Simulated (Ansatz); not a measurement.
## Ansatz (development build ahead of 0.2.0) run

```yaml
crystal:
  periodic: [false, false, false]
  atoms:
    - { symbol: Si, position_ang: [-0.02585, -0.0321, -0.58224] }
    - { symbol: O, position_ang: [-0.02106, -0.03855, 0.99328] }
basis:
  gaussian: { orbitals: "6-31G" }
hamiltonian:
  xc: hf
correlation:
  method: mp2
  frozen_orbitals: { O: 1, Si: 5 }
```

The input is written out in the form of the current development build from the run's settings.

Output:

| Item | Value |
| --- | --- |
| Converged | yes |
| Reference energy | -363.70267 hartree |
| Correlation energy | -0.20830 hartree |
| Total energy | -363.91096 hartree |
| Spin squared of the determinant | 0.000 |
